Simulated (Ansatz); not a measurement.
## How far each method lies from UCCSDT(Q) for Ge–B–PH⁺, triplet

Geometry: that of the Ge–B–PH, quartet, kept fixed.

```
atom   x (Å)    y (Å)    z (Å)
  Ge  0.0000  -0.3114   2.4685
   B  0.0000  -0.2886   0.5103
   P  0.0000  -0.4075  -1.3979
   H  0.0000   1.0075  -1.5809
```

Basis cc-pVDZ; Ansatz 0.2.0. Correlated methods freeze the noble-gas cores and the filled d shells of p-block atoms, which leaves 12 electrons in 44 orbitals. R marks a restricted (for open shells ROHF) determinant, U an unrestricted one. No spin–orbit coupling is included, and no scalar relativity.

Full CI isn't at hand for all of this; UCCSDT(Q) serves as the reference, and is uncertain by about the last step of the cluster series.

Unrestricted rows (U) aren't spin-pure: their determinants' ⟨S²⟩ exceeds S(S+1) by up to 0.19, so they mix in states of higher spin.

* UHF ⟨S²⟩: 2.185
* ⟨S²⟩ of the determinant under UCCSD: 2.016
* T1 diagnostic (RCCSD): 0.0270
* largest doubles amplitude (RCCSD): 0.042
* T1 diagnostic (UCCSD): 0.0281

Problem. From what is known of these methods and the diagnostics, rank them by the size of their error in total energy against UCCSDT(Q) in cc-pVDZ, smallest first (an estimate: the text doesn't fix the numbers).
A. UCCSD
B. UHF
C. UCCSDT
D. UMP2
E. UCCSD(T)

Solution. C (0.45 kcal/mol), E (1.74 kcal/mol), A (8.01 kcal/mol), D (37.77 kcal/mol), B (165.48 kcal/mol).

All errors are against UCCSDT(Q) in cc-pVDZ. Within each family the higher level lies nearer, as is usual though not guaranteed.
